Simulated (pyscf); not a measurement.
Structures and frequencies: ωB97X-D3(BJ)/def2-SVP in PySCF.

For the elementary gas-phase step `[ClH]` + `[SiH3][O][Ta]([Cl])([Cl])([Cl])[Cl]` -> `[Cl][Ta]([Cl])([Cl])([Cl])[Cl]` + `[OH][SiH3]` (singlet surface; Cl–H, O–Ta broken, Cl–Ta, H–O formed), what barrier and reaction energy does ωB97M-D3(BJ)/def2-TZVP give, measured from the separated reactants?

ΔE‡ = 8.0 kcal/mol, ΔE = +7.4 kcal/mol. Zero-point energy shifts the barrier by +0.3 kcal/mol. It is a four-centre exchange, with an imaginary mode of 846i cm⁻¹. On the reactant side the descent ends in an adduct with a Cl–Ta contact (not fully relaxed), 8.2 kcal/mol under the separated species and 10.1 kcal/mol under the saddle at ωB97X-D3(BJ)/def2-TZVP. On the product side the descent ends in an adduct with a O–Ta contact, 23.2 kcal/mol under the separated species and 20.0 kcal/mol under the saddle at ωB97X-D3(BJ)/def2-TZVP. What is counted as formed (Cl–Ta) is already present as a longer contact in the reactant adduct; forming that adduct is a step of its own. What is counted as broken (O–Ta) persists as a longer contact in the product adduct; parting that adduct is a step of its own. At ωB97X-D3(BJ)/def2-TZVP the barrier from the zero used here is 1.9 kcal/mol. One saddle was located; it need not be the lowest between these sides. Elements past Kr carry the def2 core potentials, without spin-orbit coupling.
